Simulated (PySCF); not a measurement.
## Helium: a sound run and one with changed settings

Sound run: He 1s2, He⁺ 1s1. All numbers are calculated (PySCF 2.14, the spin-free X2C one-electron Hamiltonian (Gaussian nucleus), in jorge-DZP-DKH (2s1p, 5 functions)). The sound run starts from symmetry-adapted Hartree-Fock orbitals and uses a fine grid where one is needed.

Changed run: 14 angular points. This setting is unsound on purpose.

```csv
species,method,sound run (hartree),changed run (hartree),converged
He,UHF,-2.85525,-2.85525,yes
He,M06-L,-2.90402,-2.90402,yes
He,TPSS,-2.90263,-2.90263,yes
He⁺,UHF,-1.99370,-1.99370,yes
He⁺,M06-L,-1.99993,-1.99993,yes
He⁺,TPSS,-1.99486,-1.99486,yes
```

Ionisation energy of He:

```tsv
method	sound run (eV)	changed run (eV)
UHF	23.444	23.444
M06-L	24.602	24.602
TPSS	24.702	24.702
```

Here the setting changes nothing at the digits shown.

For comparison, NIST gives 24.587 eV between the lowest levels.
